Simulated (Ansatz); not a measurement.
**AlFH3P: rigid scan of one bond length**

How does the energy of AlFH3P change as one bond is stretched? The task is a rigid scan of one bond length, for AlFH3P. SMILES: [F][AlH][PH2].

Program: the Python package of Ansatz 0.2.0. Level of theory: Hartree-Fock/def2-SVP. These are calculated values, not measurements.

## (1) Starting point

Bond lengths: F1–Al2 1.776 Å, Al2–P3 2.310 Å, Al2–H4 1.594 Å, P3–H5 1.439 Å, P3–H6 1.454 Å. Angles: F1–Al2–P3 119.8°, F1–Al2–H4 122.8°, P3–Al2–H4 117.4°, Al2–P3–H5 95.0°, Al2–P3–H6 95.3°, H5–P3–H6 96.2°.

The script holds or builds the structure itself.

## (2) Script

Input file alfh3p_scan.py:

```python
import logging
import sys

import ansatz as az
from ase import Atoms
import matplotlib.pyplot as plt
import numpy as np

logging.basicConfig(stream=sys.stdout, format="[%(levelname)s] %(message)s")
log = logging.getLogger("alfh3p")
log.setLevel(logging.INFO)


def main() -> None:
    atoms = Atoms(["F", "Al", "P", "H", "H", "H"], positions=[
        (-1.7889, -1.0726, 0.9272),
        (-0.4844, -0.8267, -0.2522),
        (1.2594, 0.6032, 0.247),
        (-0.4262, -1.5941, -1.6478),
        (0.8772, 1.6081, -0.7102),
        (0.6049, 1.2181, 1.3899),
    ])
    mol = az.Crystal.molecule_from_ase(atoms)

    symbols = [site.symbol for site in mol.cartesian_sites]
    start = np.array([site.position_ang for site in mol.cartesian_sites])
    axis = (start[4] - start[2]) / np.linalg.norm(start[4] - start[2])
    moving = [4]
    lengths, energies = [1.267, 1.324, 1.382, 1.439, 1.497, 1.555, 1.612, 1.699], []
    for length in lengths:
        xyz = start.copy()
        xyz[moving] += (length - np.linalg.norm(start[4] - start[2])) * axis
        point = az.Crystal.molecule()
        for symbol, place in zip(symbols, xyz):
            point = point.atom(symbol, place.tolist())
        job = point.calculation()
        job = job.basis(gaussian="def2-SVP")
        job = job.functional("hf")
        r = job.run().report
        energies.append(r["free_energy_ev"])
        log.info(f"r = {length:6.3f} A  E = {energies[-1]:.5f} eV  <S^2> = {abs(r['mean_field']['state']['spin_squared']):.3f}")

    fit = np.polynomial.Polynomial.fit(lengths, np.array(energies) - min(energies), 4).convert()
    roots = [r.real for r in fit.deriv().roots() if abs(r.imag) < 1e-9 and fit.deriv(2)(r.real) > 0]
    r_e = min(roots, key=lambda r: abs(r - lengths[int(np.argmin(energies))]))
    log.info(f"minimum of the fit at {r_e:.4f} A, force constant {fit.deriv(2)(r_e):.2f} eV/A^2")
    plt.figure(figsize=(4.5, 3))
    plt.plot(lengths, np.array(energies) - min(energies), "o-")
    plt.xlabel("bond length (A)")
    plt.ylabel("E - E(min) (eV)")
    plt.tight_layout()
    plt.savefig("scan.png", dpi=100)


if __name__ == "__main__":
    main()
```

## (3) Launch

On the command line:

```console
$ python alfh3p_scan.py
```

**Question.** What results will this script give? Wanted: range of energy; lowest point, distance.

As calculated:

| quantity | value |
| --- | --- |
| bond length at the fit's minimum | 1.4157 Å |
| runs compared | 8 |
| range of energy | 0.598 eV |
| lowest point, distance (Å) | 1.44 |

The curve has its lowest point inside the range, at 1.44. The ends stand 0.316 and 0.598 eV above it. The distance scanned is the script's pair 2, 4. The rest of the molecule is held rigid at a force-field or estimated start geometry, and the basis set is modest; single-reference methods fail as a bond breaks. The orbitals are restricted, so S² is zero by construction.
